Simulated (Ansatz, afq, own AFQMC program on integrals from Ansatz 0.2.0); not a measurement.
Two steps: Ansatz 0.2.0 writes the Fock matrix and Cholesky factors of the valence space, and afq projects on them the lowest state that overlaps trial and start.

```yaml
crystal:
  periodic: [false, false, false]
  atoms:
    - {symbol: B, position_ang: [0.000000, -0.606330, 1.827674]}
    - {symbol: Br, position_ang: [0.000000, -0.061101, -3.538699]}
    - {symbol: H, position_ang: [0.000000, 0.667431, 1.711024]}
basis:
  gaussian: {orbitals: cc-pVDZ}
magnetization: {spin_polarized: false, initial_magnetization: 3}
correlation: {method: ccsd_t, electrons: outside_noble_gas, hamiltonian_folder: ham}
```

```sh
$ ansatz run in.yaml --threads 1 --pin off --events-out ev --progress --plain --max-ram 1382MiB
```

Options of the walk:

```
--method phaseless --trial cisd --walkers 60 --populations 1 --least-time 40 --time-step 0.005 --steps-per-block 50 --equilibration-blocks 40 --max-blocks 300 --target-error 0.0008 --factor-cut 1e-05 --start spin_pure --seed 7975 --release-times 0.24,0.51,0.99,1.62,2.4 --release-step 0.03 --release-every 4 --taylor-order 6
```

Times are imaginary, in 1/Eh. The walk had a cap of 766 s. Filled inner d shells are frozen with the cores.

Log:

```
orbitals 31  electrons 7 4  factors 189 of 492
reference energy -2597.47240074 Eh
CCSD correlation -0.16738957 Eh in 21 cycles, weight of the determinant in the CISD state 0.9107
energy of the start -2597.639788 Eh
 block  time / (1/Eh)  mean weight  energy / Eh
     1     0.250  1.0010  -2597.637590
     2     0.500  0.9984  -2597.638106
     3     0.750  0.9997  -2597.638624
     4     1.000  0.9998  -2597.640949
     5     1.250  0.9980  -2597.639865
     7     1.750  0.9995  -2597.640979
     9     2.250  1.0003  -2597.642953
    11     2.750  0.9998  -2597.640756
    21     5.250  0.9996  -2597.641968
    26     6.500  1.0000  -2597.645591
    31     7.750  0.9997  -2597.641860
    41    10.250  0.9987  -2597.644151
    51    12.750  1.0001  -2597.642428
    61    15.250  1.0015  -2597.642561
    71    17.750  1.0006  -2597.640963
    81    20.250  0.9986  -2597.640948
    91    22.750  0.9990  -2597.640652
   101    25.250  1.0014  -2597.641623
   111    27.750  1.0021  -2597.640856
   121    30.250  1.0014  -2597.642639
   131    32.750  1.0000  -2597.640654
   141    35.250  0.9990  -2597.641407
   151    37.750  1.0013  -2597.639537
   161    40.250  1.0012  -2597.641091
   166    41.500  0.9993  -2597.638940
   171    42.750  1.0013  -2597.639228
   181    45.250  0.9999  -2597.641015
   191    47.750  0.9980  -2597.643360
   196    49.000  1.0022  -2597.641976
blocks merged  error / Eh  count
     1  0.000136  160
     2  0.000163  80
     4  0.000204  40
     8  0.000218  20
    16  0.000237  10
released: time / (1/Eh)  energy / Eh  error  mean overlap
  0.24  -2597.641820  0.000216  1.0057
  0.51  -2597.641908  0.000248  1.0135
  0.99  -2597.642323  0.000232  0.9953
  1.62  -2597.642335  0.000212  0.9976
  2.40  -2597.643000  0.000325  0.9712
energy -2597.641666 +/- 0.000218 Eh
(rows thinned)
```

The run passed its tests (sampling time, drift between the halves within three errors, error under three times the target), which doesn't prove that it has relaxed.

Against this walk (error 5.9 meV) on the same determinant: CCSD(T) 0.8 meV higher (within the noise), CCSDT(Q) 18.8 meV lower. The error is statistical and leaves out the bias of the constraint. The released energies are still falling (meV from the phaseless value at times in 1/Eh: -4 ± 6 at 0.24, -7 ± 7 at 0.51, -18 ± 6 at 0.99, -18 ± 6 at 1.62, -36 ± 9 at 2.40), so they give no level; they do show a bias of the constraint, and the last of them that isn't too noisy lies 17 meV below CCSDT(Q).

Cautions: constraint bias not in the error; no relativity below Rb; no spin-orbit coupling; inner d shell frozen; lower spins were not checked.

The walk took 94 s on 1 thread of AMD EPYC 9R14 (Zen 4), with other jobs on the host. The log's last line is the phaseless energy.

CCSDT and higher add their correlation energy to the determinant of the CCSD(T) run, since their own runs factorise the integrals more tightly (a shift of under 2 meV). A walk keeps the symmetry of its determinant, which the program's search chose and which needn't be the lowest solution, so a lower state of the same spin and another symmetry isn't excluded.
